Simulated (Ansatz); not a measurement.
Elastic constant C12 (GPa) of solids drawn from the class of tetrahedrally bonded semiconductors and semimetals, at two levels: PBE (plane waves, PAW; Ansatz, a quantum-chemistry and plane-wave program), and r²SCAN+rVV10 (Ansatz, plane waves, PAW).

```tsv
solid	PBE	r²SCAN+rVV10	shift (%)
wurtzite AlN	127	141	+11.0
2H-SiC	102	109	+6.9
zinc-blende BP	73.3	75.8	+3.4
cubic BN	169	179	+5.9
zinc-blende GaP	52.5	63.1	+20
zinc-blende GaAs	41.6	52.7	+27
3C-SiC	127	137	+7.9
zinc-blende BAs	63.6	69.3	+9.0
zinc-blende GaN (metastable phase)	131	157	+19.8
wurtzite GaN	113	137	+21
```

The shifts run from +3.4 % to +27 %, with a median of +10.0 %.

Of 10 rows, r²SCAN+rVV10 is the larger in 10 and the smaller in 0.

Each level is taken at its own relaxed cell. Ansatz's density-functional and Hartree–Fock values are scalar-relativistic unless marked +SOC, with PAW data made under PBE.
